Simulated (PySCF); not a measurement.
C4H10, SMILES CC(C)C. Heavy atoms are numbered as in [CH3:1][CH:2]([CH3:3])[CH3:4]. Hydrogens are named by the atom that carries them.

Geometry: B3LYP-D3(BJ)/def2-SVP.

Computed with M06-2X/def2-TZVP in PySCF.

Atomic charges (e), one atom of each kind:

```csv
atom,Mulliken,Löwdin
C1 (CH3),-0.42,-0.30
C2 (CH),-0.10,-0.35
H on C1,0.14,0.12
H on C2,0.12,0.15
```

Q: Give the Mayer and Wiberg (Löwdin basis) orders of the bonds. (An estimate is asked for; the answer gives what the named calculation found.)

A: 
```tsv
bond	Mayer	Wiberg
C1–C2	0.97	1.23
C2–C3	0.97	1.23
C2–C4	0.97	1.23
```
